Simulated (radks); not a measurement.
**O²⁻ held by a Watson sphere**

The task here is to estimate one member of a computed series from the others.

Method: scalar-relativistic Kohn-Sham, LDA (Slater exchange, Perdew-Wang correlation), spin-polarised, spherical densities, point nucleus. Code: radks (a radial shooting solver on a logarithmic mesh, Libxc functionals) version 1.

## The atom as given

```
element       : oxygen (Z = 8)
charge        : -2
electrons     : 10
configuration : [Ne]
```

Outer shells as boxes (Hund's rule):

O²⁻
```
[He] core
2s [↑↓]
2p [↑↓][↑↓][↑↓]
```

The first run:

The run's settings:

```text
Z 8
configuration [Ne]
relativity scalar-relativistic
functional lda,pw
spin polarised
nucleus point
c 137.035999084
watson charge 2 radius 1.72 bohr
response adiabatic LDA kernel
```

Steps of the session up to this table: R = 1.72 bohr; R = 1.8 bohr; R = 1.86 bohr; R = 2.01 bohr; R = 2.95 bohr; R = 3.04 bohr; R = 3.35 bohr; R = 3.56 bohr.

One table of the session follows, with a row left open; its other results are not shown here.

| R (bohr) | highest level (eV) | its <r> (bohr) | sum of <r²> (bohr²) | α (bohr³) |
| --- | --- | --- | --- | --- |
| 1.72 | -8.940 | 1.422 | 19.76 | 11.07 |
| 1.8 | -8.626 | 1.442 | 20.32 | 12.00 |
| 1.86 | -8.396 | 1.457 | 20.75 | 12.74 |
| 2.01 | -7.842 | 1.493 | 21.80 | 14.80 |
| 2.95 | -5.131 | 1.692 | 28.43 | 36.29 |
| 3.04 | ? | ? | ? | ? |
| 3.35 | -4.324 | 1.767 | 31.39 | 52.03 |
| 3.56 | -3.965 | 1.804 | 33.00 | 62.59 |

**Question.** Estimate the row for R (bohr) = 3.04.

Worked estimate for «highest level (eV)». A straight line through the neighbours (2.95, -5.131) and (3.35, -4.324) gives -5.131 + (-4.324 + 5.131) × (3.04 − 2.95) / (3.35 − 2.95) = -4.949; a parabola fitted to 4 rows on both sides gives -4.933.

The run gave: highest level (eV): -4.934; its <r> (bohr): 1.709; sum of <r²> (bohr²): 29.08; α (bohr³): 39.40. In «highest level (eV)» the line misses by -0.015 and the parabola by +0.001.

In words: From R = 1.72 to 3.56 bohr the top level moves from -8.940 to -3.965 eV and its mean radius from 1.42 to 1.80 bohr. A wider sphere makes a shallower well, so the ion swells.
